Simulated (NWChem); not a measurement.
**Correlation energy of Cl**

SMILES: [Cl]
```xyz
1

Cl     0.0000     0.0000     0.0000
```
Charge 0, spin multiplicity 2.

Program: NWChem.

Basis set: 6-311G**. Each correlation energy counts from its own Hartree-Fock reference.

The correlated methods keep 5 core orbitals frozen. The Pople sets run with spherical d functions. The stability of the SCF solutions was not checked. Open-shell Hartree-Fock references start from PBE0 orbitals. No row is a measurement; the coupled-cluster row has its own basis-set and correlation limits.

```json
[
 {"method": "UMP2", "correlation energy (mHa)": "…"},
 {"method": "SCS-UMP2", "correlation energy (mHa)": "-110.8"},
 {"method": "CCSD on UHF", "correlation energy (mHa)": "…"},
 {"method": "CCSD[T] on UHF", "correlation energy (mHa)": "-130.2"},
 {"method": "CCSD(T) on UHF", "correlation energy (mHa)": "-130.2"},
 {"method": "CCSD on ROHF", "correlation energy (mHa)": "-132.2"},
 {"method": "CCSD[T] on ROHF", "correlation energy (mHa)": "-134.0"},
 {"method": "CCSD(T) on ROHF", "correlation energy (mHa)": "-134.0"},
 {"method": "CCSDT on ROHF", "correlation energy (mHa)": "…"}
]
```

Fill in the missing entries.


- UMP2, correlation energy (mHa): -112.1
- CCSD on UHF, correlation energy (mHa): -128.5
- CCSDT on ROHF, correlation energy (mHa): -134.2
